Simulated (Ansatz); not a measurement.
Reaction (SMILES): O=[CH] (CH-O) → CHO+ (singlet, bonded as O=[CH]) + e-
B3LYP-D3(BJ)/def2-TZVP geometries, fixed; electronic energies without zero-point terms.

The adiabatic ionisation energy at MP2 with Ansatz (an electronic-structure program), in eV, split into its Hartree-Fock and correlation parts. Cores are frozen. Open shells are unrestricted. No added dispersion term, no relativity. Functions are those of the species that has most.

| basis | X | functions | Hartree-Fock | MP2 |
|---|---|---|---|---|
| cc-pVDZ | 2 | 33 | 7.630 | 7.534 |
| cc-pVTZ | 3 | 74 | 7.667 | 7.776 |
| cc-pVQZ | 4 | 140 | 7.679 | 7.841 |

Worked estimate of the basis-set limit from each neighbouring pair, with Hartree-Fock from the larger set and the correlation part extrapolated as X^-3.
Correlation parts: X = 2: -0.096, X = 3: 0.109, X = 4: 0.162.
- (2,3): (27·(0.109) - 8·(-0.096))/19 = 0.195; with Hartree-Fock 7.667 the estimate is 7.862 eV.
- (3,4): (64·(0.162) - 27·(0.109))/37 = 0.201; with Hartree-Fock 7.679 the estimate is 7.880 eV.
The last two estimates differ by 0.017 eV; the largest set lies 0.039 from the last. Over the last step Hartree-Fock moves by 0.012 and the correlation part by 0.053.
